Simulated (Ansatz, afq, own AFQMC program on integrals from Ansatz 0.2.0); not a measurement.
**GeH⁺, singlet → GeH⁺, triplet**

```xyz
2

Ge    0.0000    0.0000    0.0000
H     0.0000    0.0000    1.5886
```

E(triplet, charge +1) − E(singlet, charge +1) at this geometry, on RHF and UHF determinants.

Basis cc-pVTZ. Noble-gas cores (and the filled d shells of Ga–Kr and In–Xe) are frozen. AFQMC by an in-house program on the Cholesky factors that Ansatz 0.2.0 writes for its CCSD(T) run. ph-AFQMC/CISD is guided by a CISD state made of CCSD amplitudes; releasing the constraint for a short imaginary time cuts its bias at the price of noise, slowly where states lie close. Uncertainties: one standard error, sampling alone. No spin–orbit coupling. The errors of all members are added in quadrature.

Full CI on the same integrals is exact in this basis and with this determinant's frozen core.

Errors are counted within cc-pVTZ, not against nature.

Cautions: inner d shell frozen; no relativity below Rb; no spin-orbit coupling; GeH⁺ (singlet): the released energies are still falling, so no released level is given (meV from the phaseless value at times in 1/Eh: -4 ± 3 at 0.24, -3.3 ± 2.4 at 0.51, -9 ± 3 at 0.99, -12 ± 3 at 1.62, -14 ± 3 at 2.40); GeH⁺ (triplet): another spin lies lower.

Reference (full CI): 2.313 eV.

```tsv
level	vertical spin gap (eV)	error against FCI (eV)
HF	1.694	-0.619
MP2	2.203	-0.109
CCSD	2.320	0.007
CCSD(T)	2.316	0.003
CCSDT	2.312	-0.001
CCSDT(Q)	2.313	0.000
ph-AFQMC/CISD	2.310 ± 0.004	-0.003 ± 0.004
```

Correlation beyond CCSD(T) takes off 0.003 eV. The perturbative (T) step is worth −0.004 eV.

CCSDT and higher add their correlation energy to the determinant of the CCSD(T) run, since their own runs factorise the integrals more tightly (a shift of under 2 meV). A walk keeps the symmetry of its determinant, which the program's search chose and which needn't be the lowest solution, so a lower state of the same spin and another symmetry isn't excluded.
